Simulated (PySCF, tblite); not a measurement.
## Complex of hydrogen fluoride and 2 × hydrogen chloride

A gas-phase complex of hydrogen fluoride and 2 × hydrogen chloride; neutral, singlet. The structure comes from a short search (6 tight-binding starts) and was relaxed by PBE0-D3(BJ)/def2-SVPD; another way of binding may lie lower. Frequencies by PBE0-D3(BJ)/def2-SVPD show no clear imaginary mode.

Parts: 1 = hydrogen fluoride (F), atoms 1–2; 2 = hydrogen chloride (Cl), atoms 3–4; 3 = hydrogen chloride (Cl), atoms 5–6.

| atom | part | x (Å) | y (Å) | z (Å) |
| --- | --- | --- | --- | --- |
| F1 | 1 | -0.510 | -0.901 | 0.564 |
| H2 | 1 | -0.797 | -0.134 | 0.111 |
| Cl3 | 2 | -2.329 | 1.256 | -0.648 |
| H4 | 2 | -3.129 | 0.404 | -0.064 |
| Cl5 | 3 | -3.518 | -1.535 | 1.168 |
| H6 | 3 | -2.216 | -1.573 | 1.099 |

Contacts between parts, classed by geometry: H6···F1 1.909 Å (hydrogen bond, 154°); H2···Cl3 2.204 Å (hydrogen bond, 154°); H4···Cl5 2.330 Å (hydrogen bond, 152°).

Interaction energies are complex less parts, with the parts frozen as they stand in it; counterpoise-corrected, in kcal/mol (PySCF).

(1) How strongly do the parts interact, level by level?

(2) What holds them together? Decompose the wB97M-D3(BJ)/def2-TZVPD energy: frozen parts, their antisymmetrised product, then relaxation.

(3) Are the pair energies additive?

The parts were also relaxed and run alone, at the levels used for the complex: vibrations by PBE0-D3(BJ)/def2-SVPD; shieldings by PBE0/pcSseg-2; core levels by delta-SCF with SCAN, pcX-2 on the ionised atom and pcseg-1 elsewhere, spin-free X2C (2p3/2 is the spin-free 2p value less a third of a first-order spin-orbit splitting).

Values alone: Cl5–H6 bond (Å): 1.288; stretch carried by H6 (cm⁻¹, harmonic): 2996; its infrared intensity (km/mol): 48; shielding of H6 (ppm): 30.41; shielding of F1 (ppm): 410.9; shielding of H2 (ppm): 29.19; shielding of Cl3 (ppm): 938.5; F1 1s core level (eV): 694.12; Cl3 2p3/2 core level (eV): 207.38; Cl5 2p3/2 core level (eV): 207.38.

(4) How do these values change when the complex forms?

(5) What are the binding energy from relaxed parts (wB97M-D3(BJ)/def2-TZVPD), and ΔH and ΔG of association at 298.15 K and 1 atm?

## Answers

(1) 
| level | interaction | superposition error removed |
| --- | --- | --- |
| wB97M-D3(BJ)/def2-TZVPD | -8.84 | -0.24 |
| PBE0-D3(BJ)/def2-TZVPD | -10.40 | -0.26 |
| RI-MP2/aug-cc-pVTZ | -8.77 | -1.47 |

(2) electrostatic -16.2, Pauli repulsion +21.0, orbital relaxation -11.7, dispersion correction -2.2 kcal/mol, which sum to the value before the counterpoise correction; the Pauli term holds the exchange-correlation of the frozen density too. Of the attraction, 54 % is electrostatic, 39 % is orbital relaxation, 7 % is dispersion correction.

(3) The pairs sum to -6.66 kcal/mol (1–2 -2.8, 1–3 -2.4, 2–3 -1.5); the rest of -2.18 is a many-body strengthening.

(4) 
| property | alone | in the complex | change |
| --- | --- | --- | --- |
| Cl5–H6 bond (Å) | 1.288 | 1.305 | +0.016 |
| stretch carried by H6 (cm⁻¹, harmonic) | 2996 | 2805 | -191 |
| its infrared intensity (km/mol) | 48 | 548 |  |
| shielding of H6 (ppm) | 30.41 | 26.65 | -3.75 |
| shielding of F1 (ppm) | 410.9 | 366.3 | -44.6 |
| shielding of H2 (ppm) | 29.19 | 25.85 | -3.34 |
| shielding of Cl3 (ppm) | 938.5 | 899.9 | -38.7 |
| F1 1s core level (eV) | 694.12 | 693.90 | -0.21 |
| Cl3 2p3/2 core level (eV) | 207.38 | 207.54 | +0.16 |
| Cl5 2p3/2 core level (eV) | 207.38 | 207.38 | 0.00 |

(5) -8.28 kcal/mol, -4.82 with zero-point energy; ΔH -6.4 and ΔG +8.7 kcal/mol, from harmonic vibrations by PBE0-D3(BJ)/def2-SVPD with low modes damped.

The 6 runs behind this took 4.3 min in all, one thread each of Arm Neoverse N1 on a shared host, launched as `OMP_NUM_THREADS=1 python cluster_run.py task.json out`.
